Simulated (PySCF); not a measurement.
## Removing an electron from BClH3P

Compound: BClH₃P.
SMILES with atom numbers: `[PH2:1][BH:2][Cl:3]` (hydrogens: H4, H5 on P1; H6 on B2)

Cartesian coordinates in Å at the PBE0-D3(BJ)/def2-SVP level; atoms count from 1:
```
atom  x, y, z in Å
P1    -0.4849   -0.3279   -1.0320
B2     1.2992    0.0820   -0.5638
Cl3    2.4957   -1.1762   -0.3491
H4    -0.7254   -1.4618   -0.2098
H5    -1.1546    0.6533   -0.2510
H6     1.6793    1.2255   -0.5393
```

Level: PBE0/def2-SVPD (PySCF). Frontier orbitals with their largest atomic shares (Löwdin; up to four atoms above 4 %):

| orbital | ε (eV) | main atoms |
| --- | --- | --- |
| HOMO−3 | -10.68 | P1 27 %, Cl3 20 %, B2 15 %, H4 14 % |
| HOMO−2 | -10.21 | Cl3 78 %, B2 16 %, P1 4 % |
| HOMO−1 | -8.84 | Cl3 49 %, P1 20 %, B2 16 %, H6 8 % |
| HOMO | -7.66 | ? |
| LUMO | -1.85 | B2 49 %, P1 19 %, Cl3 18 %, H6 7 % |
| LUMO+1 | 0.22 | B2 40 %, P1 25 %, H5 16 %, Cl3 12 % |
| LUMO+2 | 0.52 | P1 44 %, H4 19 %, B2 16 %, Cl3 10 % |

Problem. What vertical ionisation energy does ΔSCF give, and how far is −ε(HOMO) from it?

Solution. ΔSCF: 9.80 eV (946 kJ/mol; threshold wavelength 126 nm); ⟨S²⟩ of the doublet left behind is 0.760, against 0.75 for a pure doublet. −ε(HOMO) is 7.66 eV, 2.14 eV below it. In exact Kohn–Sham theory the two would be equal; PBE0 (global hybrid, 25 % exact exchange) falls short of its own ΔSCF value by 22 %.

Problem. On which atoms does the HOMO lie?

Solution. P1 (three-coordinate phosphorus) 56 %, B2 (three-coordinate boron) 16 %, Cl3 (chlorine bonded to B) 14 %, H5 (P–H hydrogen) 5 %, so more than half of it is on one atom. The HOMO−1 lies 1.18 eV lower.

Problem. And the vertical electron affinity, the fundamental gap, Mulliken's electronegativity and the hardness (with the factor ½)?

Solution. EA = 0.03 eV by ΔSCF (−ε(LUMO) = 1.85 eV). IE − EA = 9.77 eV against an orbital gap of 5.81 eV; (IE + EA)/2 = 4.92 eV; (IE − EA)/2 = 4.89 eV. Parr's electrophilicity index (IE + EA)²/[8(IE − EA)] is 1.24 eV.

Problem. With α = 57.5 au, estimate the like-pair dispersion coefficient by London's formula C6 = (3/4)α²I.

Solution. I = 0.3603 Eh, so C6 ≈ 893 au, a rough estimate.

Problem. Shift the occupied levels rigidly so that −ε(HOMO) equals the ΔSCF value. What binding energies result?

Solution. The shift is +2.14 eV: HOMO 9.80, HOMO−1 10.98, HOMO−2 12.35, HOMO−3 12.82 eV. A rigid shift is only a rough guide to the deeper ionisations.

One conformer (not necessarily the lowest) at the PBE0-D3(BJ)/def2-SVP geometry, without solvent, vibrations or thermal averaging.
